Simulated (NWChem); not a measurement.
System: CN anion

Here is an NWChem input.

```
start job
memory heap 200 mb stack 900 mb global 1100 mb
charge -1
geometry units angstroms noautosym nocenter noautoz
  C      0.000000     0.000000    -0.633202
  N      0.000000     0.000000     0.540889
end
basis spherical
  C library aug-cc-pvdz
  N library aug-cc-pvdz
end
dft
  xc m06-2x
  iterations 150
end
cosmo
  do_cosmo_smd true
  solvent cychexan
end
task dft energy
```

Parts of the log:

```
             Northwest Computational Chemistry Package (NWChem) 7.3.0
             --------------------------------------------------------

                             Geometry "geometry" -> ""
                             -------------------------

 Output coordinates in angstroms (scale by  1.889725989 to convert to a.u.)

  No.       Tag          Charge          X              Y              Z
 ---- ---------------- ---------- -------------- -------------- --------------
    1 C                    6.0000     0.00000000     0.00000000    -0.63320200
    2 N                    7.0000     0.00000000     0.00000000     0.54088900

 Effective nuclear repulsion energy (a.u.)      18.9299163847

                                 NWChem DFT Module
                                 -----------------

 Summary of "ao basis" -> "ao basis" (spherical)
 ------------------------------------------------------------------------------
       Tag                 Description            Shells   Functions and Types
 ---------------- ------------------------------  ------  ---------------------
 C                        aug-cc-pvdz                9       23   4s3p2d
 N                        aug-cc-pvdz                9       23   4s3p2d

 in cosmo_initialize ...
 calling solv_data for solv:cychexan

 solvent parameters
 solvname_short: cychexan
 solvname_long:  cyclohexane
 dielec:        2.0165
 dielecinf:     2.0352
 nonaqueous SMD model solvent descriptors
 dielec:        2.0165
 sola:          0.0000
 solb:          0.0000
 solc:          0.0000
 solg:         35.4800
 solh:          0.0000
 soln:          1.4266

          ---------------
          -cosmo- solvent
          ---------------
 Cosmo: York-Karplus, doi: 10.1021/jp992097l
 dielectric constant -eps-     =   2.02
 screen = (eps-1)/(eps    )    =   0.50409
 surface charge correction     = lagrangian

   van der Waals surface
 --------------------------

 ---------- ATOMIC COORDINATES (A.U.) ------------ VDWR(ANG.) --
     1    0.00000000    0.00000000   -1.19657828     1.850
     2    0.00000000    0.00000000    1.02213200     1.890
 number of segments per atom =        128
 number of   points per atom =        128
 atom (   nspa,  nppa )
 ----------------------
    1 (     92,     0 )       0
    2 (     92,     0 )       0
 number of -cosmo- surface points =      184
 molecular surface =     61.190 angstrom**2
 molecular volume  =     40.402 angstrom**3
 -lineq- algorithm             =   0
 -bem- low  level              =   3
 -bem- from -octahedral-
 gaussian surface charge width =   4.50000
 degree of switching           =   1.00000
 switching function tolerance  =   0.00010
 atomic radii =
 --------------
    1  6.000  1.850
    2  7.000  1.890
 ...... end of -cosmo- initialization ......

 nat:                     2
 ixmem:                   309
 calling mnsol_interface()
 G(SMD-CDS) energy (kcal/mol)  =     2.378
 SMD-CDS SASA (angstrom**2)    =    66.783

            General Information
            -------------------
          SCF calculation type: DFT
          Wavefunction type:  closed shell.
          No. of atoms     :     2
          No. of electrons :    14
           Alpha electrons :     7
            Beta electrons :     7
          Charge           :    -1
          Spin multiplicity:     1
          Use of symmetry is: off; symmetry adaption is: off
          Maximum number of iterations: 150
          AO basis - number of functions:    46
                     number of shells:    18
          Convergence on energy requested:  1.00D-06
          Convergence on density requested:  1.00D-05
          Convergence on gradient requested:  5.00D-04

              XC Information
              --------------
                       M06-2X Method XC Functional
                     Hartree-Fock (Exact) Exchange  0.540
                        M06-2X Exchange Functional  1.000
                      M06-2X Correlation Potential  1.000

[...]

                                COSMO-SMD solvation results
                                ---------------------------

             internal energy in gas <Psi(g)|H|Psi(g)> =       -92.839914757530
         internal energy in solvent <Psi(s)|H|Psi(s)> =       -92.839506464336
                               delta internal energy  =         0.000408293194 (    0.26 kcal/mol)
   total free energy in solvent <Psi(s)|H+V/2|Psi(s)> =       -92.899358561408
 polarization energy contribution <Psi(s)|V/2|Psi(s)> =        -0.059852097073 (  -37.56 kcal/mol)
    total free energy in solvent including G(SMD-CDS) =       -92.895569396507
                       G(SMD-CDS) energy contribution =         0.003789164901 (    2.38 kcal/mol)
     1 M fixed-concentration free energy of solvation =        -0.055654638978 (  -34.92 kcal/mol)

                       DFT Final Molecular Orbital Analysis
                       ------------------------------------

 Vector    5  Occ=2.000000D+00  E=-2.497085D-01
              MO Center=  6.5D-10, -6.7D-10,  9.0D-02, r^2= 1.2D+00
   Bfn.  Coefficient  Atom+Function         Bfn.  Coefficient  Atom+Function
  ----- ------------  ---------------      ----- ------------  ---------------
    28      0.330713  2 N  px                29      0.311771  2 N  py
     5      0.264147  1 C  px                 6      0.249017  1 C  py
    31      0.201580  2 N  px                32      0.190034  2 N  py
     8      0.146644  1 C  px                 9      0.138245  1 C  py
    34      0.053276  2 N  px                35      0.050225  2 N  py

 Vector    6  Occ=2.000000D+00  E=-2.497085D-01
              MO Center= -8.8D-09,  9.4D-09,  9.0D-02, r^2= 1.2D+00
   Bfn.  Coefficient  Atom+Function         Bfn.  Coefficient  Atom+Function
  ----- ------------  ---------------      ----- ------------  ---------------
    29     -0.330713  2 N  py                28      0.311771  2 N  px
     6     -0.264147  1 C  py                 5      0.249017  1 C  px
    32     -0.201580  2 N  py                31      0.190034  2 N  px
     9     -0.146644  1 C  py                 8      0.138245  1 C  px
    35     -0.053276  2 N  py                34      0.050225  2 N  px

 Vector    7  Occ=2.000000D+00  E=-2.156691D-01
              MO Center= -7.9D-09,  8.5D-09, -6.1D-01, r^2= 1.7D+00
   Bfn.  Coefficient  Atom+Function         Bfn.  Coefficient  Atom+Function
  ----- ------------  ---------------      ----- ------------  ---------------
     7      0.456149  1 C  pz                30     -0.351936  2 N  pz
    27     -0.298161  2 N  s                 10      0.283535  1 C  pz
     3     -0.225717  1 C  s                 26     -0.179679  2 N  s
     2     -0.150467  1 C  s                 33     -0.107733  2 N  pz
    13      0.082984  1 C  pz                44     -0.029756  2 N  d  0

 Vector    8  Occ=0.000000D+00  E= 1.130416D-01
              MO Center=  4.3D-08, -4.6D-08,  1.1D+00, r^2= 1.2D+01
   Bfn.  Coefficient  Atom+Function         Bfn.  Coefficient  Atom+Function
  ----- ------------  ---------------      ----- ------------  ---------------
    27     -6.661851  2 N  s                  4      6.213576  1 C  s
    13      2.206788  1 C  pz                36      1.545077  2 N  pz
     3      1.474226  1 C  s                 10      0.963852  1 C  pz
    26     -0.878009  2 N  s                 33      0.502065  2 N  pz
    21      0.206828  1 C  d  0              44     -0.132724  2 N  d  0

 Vector    9  Occ=0.000000D+00  E= 1.349962D-01
              MO Center=  1.2D-08, -1.3D-08, -1.3D+00, r^2= 9.8D+00
   Bfn.  Coefficient  Atom+Function         Bfn.  Coefficient  Atom+Function
  ----- ------------  ---------------      ----- ------------  ---------------
    12     -1.223981  1 C  py                11      1.156862  1 C  px
    35      0.655421  2 N  py                34     -0.619480  2 N  px
    29      0.123354  2 N  py                28     -0.116590  2 N  px
    32      0.085661  2 N  py                31     -0.080964  2 N  px
    20     -0.042685  1 C  d -1              22     -0.040344  1 C  d  1

 Vector   10  Occ=0.000000D+00  E= 1.349962D-01
              MO Center= -1.2D-08,  1.3D-08, -1.3D+00, r^2= 9.8D+00
   Bfn.  Coefficient  Atom+Function         Bfn.  Coefficient  Atom+Function
  ----- ------------  ---------------      ----- ------------  ---------------
    11      1.223981  1 C  px                12      1.156862  1 C  py
    34     -0.655421  2 N  px                35     -0.619480  2 N  py
    28     -0.123354  2 N  px                29     -0.116590  2 N  py
    31     -0.085661  2 N  px                32     -0.080964  2 N  py
    22     -0.042685  1 C  d  1              20      0.040344  1 C  d -1

     Multipole analysis of the density
     ---------------------------------

     L   x y z        total         alpha         beta         nuclear
     -   - - -        -----         -----         ----         -------
     0   0 0 0     -1.000000     -7.000000     -7.000000     13.000000

     1   1 0 0      0.000000      0.000000      0.000000      0.000000
     1   0 1 0     -0.000000     -0.000000     -0.000000      0.000000
     1   0 0 1      0.223240      0.123893      0.123893     -0.024546

     2   2 0 0    -10.934420     -5.467210     -5.467210      0.000000
     2   1 1 0      0.000000      0.000000      0.000000      0.000000
     2   1 0 1     -0.000000     -0.000000     -0.000000      0.000000
     2   0 2 0    -10.934420     -5.467210     -5.467210      0.000000
     2   0 1 1      0.000000      0.000000      0.000000      0.000000
     2   0 0 2    -14.410370    -15.157222    -15.157222     15.904074
```

Level: M06-2X/aug-cc-pVDZ, SMD on the gas-phase geometry. Coordinates come from a B3LYP/def2-SVPD optimisation. Solvent: cyclohexane.
